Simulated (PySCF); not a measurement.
Cost against result

Saddle point of BNH$_{6}$, closed shell (BNH₄ ([BH2][NH2]) + H₂ → BH₃ + NH₃ (still joined by a long B–N bond); bonds formed: B1–H6, N2–H5; bonds broken: H5–H6; bonds weakened to dative contacts: B1–N2), PBE0-D4/def2-TZVP structure:

```
atom    x (Å)    y (Å)    z (Å)
  B1  -0.0890  -0.6378  -0.1824
  N2   0.0073   0.7461   0.5555
  H3   0.7429  -1.4368   0.1412
  H4  -1.2054  -1.0073  -0.4113
  H5   0.3346   0.5275  -0.7675
  H6   0.3465  -0.2342  -1.4045
  H7  -0.8554   1.1958   0.8101
  H8   0.7186   0.8468   1.2590
```

Barriers are electronic and count from the start structure reached by relaxing down the imaginary mode.

Program: PySCF 2.14 with density fitting (its default auxiliary sets; JK sets also for MP2 and CCSD(T)). Basis: as named in each row. Cores are frozen in the correlated methods. B3LYP uses VWN-RPA correlation. Extrapolation: Hartree–Fock as exp(−7.88 √X), correlation as X^−2.97.

Times are rough, for one single point on 4 threads of a shared host (Arm Neoverse V1).

The estimate by CCSD(T) at an estimated basis limit (MP2 extrapolated from triple and quadruple zeta, plus CCSD(T) − MP2 in triple zeta) is 1.719 eV.

```csv
method,basis,time (s),barrier (eV),method less estimate
HF,STO-3G,under 1,2.968,1.249
B3LYP-D4,6-31G,2,1.971,0.252
MP2,def2-QZVPP,2,1.684,-0.035
PBE0-D4,def2-SVP,2,1.406,-0.313
PBE-D4,def2-SVP,2,1.328,-0.391
SPW92,def2-TZVPP,4,0.981,-0.739
CCSD(T),def2-SVP,4,1.804,0.085
PBE0-D4,def2-TZVPP,5,1.474,-0.245
PBE-D4,def2-TZVPP,5,1.405,-0.314
B3LYP-D4,def2-TZVPP,5,1.739,0.020
BHLYP-D4,def2-TZVPP,6,1.847,0.128
r2SCAN-D4,def2-TZVPP,12,1.531,-0.189
CCSD(T),def2-TZVPP,60,1.749,0.029
wB97M-V,def2-TZVPP,96,1.680,-0.039
```

All methods are single points on the PBE0-D4 structures.

T1 diagnostic: at most 0.014.

Labels in which every atom is bracketed show which atoms are joined, not bond orders.
